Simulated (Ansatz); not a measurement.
# C5H12O: vertical ionisation energy

How much energy removes an electron from C5H12O at fixed geometry? The cation is run at each level and the neutral's energy taken from earlier runs.

Program: Ansatz 0.2.0, Gaussian basis. Level of theory: unrestricted cation, the program's frozen cores in correlated methods. These are calculated values, not measurements.

Levels to be run: UKS PBE-D4/def2-TZVPP; UKS r2SCAN-D4/def2-TZVPP; UKS PBE0-D4/def2-TZVPP; UKS B3LYP-D4/def2-TZVPP; UKS wB97X-V/def2-TZVPP; UKS wB97M-V/def2-TZVPP; UKS B2PLYP/def2-TZVPP; UHF-CCSD(T)/def2-TZVPP; UHF-MP2/def2-QZVPP; extrapolation to the limit; then −ε(HOMO) from the neutral's earlier runs with LDA (SPW92), PBE-D4, revPBE-D4, BLYP-D4, r2SCAN-D4, B97M-V, PBE0-D4, B3LYP-D4, r2SCANh-D4, r2SCAN0-D4, HSE06-D4, BHLYP-D4, CAM-B3LYP-D4, LC-ωPBE, ωB97X-V, ωB97M-V.

**1. Structure used throughout**

The geometry comes from an earlier relaxation with PBE0-D4 in a triple-zeta def2 set; it is a stationary point, not always the lowest conformer.

SMILES `CCCCOC`, 18 atoms, charge 0, spin multiplicity 1.

Atoms are counted from 1 here; the program's logs count them from 0.

Bond lengths: C1–C2 1.519 Å, C1–H7 1.093 Å, C1–H8 1.093 Å, C1–H9 1.092 Å, C2–C3 1.520 Å, C2–H10 1.096 Å, C2–H11 1.096 Å, C3–C4 1.509 Å, C3–H12 1.095 Å, C3–H13 1.095 Å, C4–O5 1.404 Å, C4–H14 1.103 Å, C4–H15 1.103 Å, O5–C6 1.398 Å, C6–H16 1.090 Å, C6–H17 1.100 Å, C6–H18 1.100 Å. Angles: C2–C1–H7 111.1°, C2–C1–H8 111.1°, C2–C1–H9 111.6°, H7–C1–H8 107.5°, H7–C1–H9 107.7°, H8–C1–H9 107.7°, C1–C2–C3 112.7°, C1–C2–H10 109.5°, C1–C2–H11 109.5°, C3–C2–H10 109.4°, C3–C2–H11 109.4°, H10–C2–H11 106.0°, C2–C3–C4 112.6°, C2–C3–H12 110.0°, C2–C3–H13 110.0°, C4–C3–H12 108.7°, C4–C3–H13 108.7°, H12–C3–H13 106.5° and more.

**2. Cation, UKS PBE-D4/def2-TZVPP**

The input, in.yaml:

```yaml
crystal:
  periodic: [false, false, false]
  atoms:
    - {symbol: C, position_ang: [-1.563860, -1.021308, 2.276842]}
    - {symbol: C, position_ang: [-0.335618, -0.480986, 1.565369]}
    - {symbol: C, position_ang: [-0.587420, -0.197526, 0.093920]}
    - {symbol: C, position_ang: [0.633922, 0.340930, -0.610683]}
    - {symbol: O, position_ang: [0.325997, 0.575725, -1.960052]}
    - {symbol: C, position_ang: [1.416099, 1.079068, -2.676966]}
    - {symbol: H, position_ang: [-1.902447, -1.956074, 1.821561]}
    - {symbol: H, position_ang: [-2.393414, -0.310891, 2.223422]}
    - {symbol: H, position_ang: [-1.362272, -1.218887, 3.332035]}
    - {symbol: H, position_ang: [0.000655, 0.437186, 2.060907]}
    - {symbol: H, position_ang: [0.488789, -1.196937, 1.662494]}
    - {symbol: H, position_ang: [-1.403122, 0.525248, -0.014533]}
    - {symbol: H, position_ang: [-0.911674, -1.112066, -0.414021]}
    - {symbol: H, position_ang: [1.467553, -0.376735, -0.532683]}
    - {symbol: H, position_ang: [0.970395, 1.275501, -0.131704]}
    - {symbol: H, position_ang: [1.093936, 1.231308, -3.707513]}
    - {symbol: H, position_ang: [1.761401, 2.039312, -2.267215]}
    - {symbol: H, position_ang: [2.263683, 0.378532, -2.669582]}
basis:
  gaussian: {orbitals: def2-TZVPP}
total_charge: 1
magnetization: {spin_polarized: true, initial_magnetization: 1}
hamiltonian: {xc: pbe, dispersion: d4}
```

Launch:

```console
$ ansatz run in.yaml --threads 2 --pin off --events-out ev --progress --plain --max-ram 22528MiB --backend cuda --devices 0, --max-vram 18GiB
```

After this run come: Cation, UKS r2SCAN-D4/def2-TZVPP; Cation, UKS PBE0-D4/def2-TZVPP; Cation, UKS B3LYP-D4/def2-TZVPP; Cation, UKS wB97X-V/def2-TZVPP; Cation, UKS wB97M-V/def2-TZVPP; Cation, UKS B2PLYP (frozen core)/def2-TZVPP; Cation, UHF-CCSD(T)/def2-TZVPP; Cation, UHF-MP2/def2-QZVPP.

**Question.** What will the summary of the whole plan be? Wanted: ionisation energy, CCSD(T)/CBS; nearest functional by difference; nearest −ε(HOMO); −ε(HOMO) of PBE; T1 of the cation.

The runs gave:

| quantity | value |
| --- | --- |
| ionisation energy, CCSD(T)/CBS | 10.02 eV |
| nearest functional by difference | B2PLYP (-0.26 eV) |
| nearest −ε(HOMO) | LC-ωPBE (+0.08 eV) |
| −ε(HOMO) of PBE | 5.76 eV |
| T1 of the cation | 0.021 |

What this shows: Energy differences with functionals land within 0.78 eV of the reference. −ε(HOMO) of PBE misses by 4.3 eV, since self-interaction lifts the level. Among orbital estimates LC-ωPBE comes nearest. Hartree-Fock falls 1.40 eV short, as the neutral has more correlation energy than the cation.
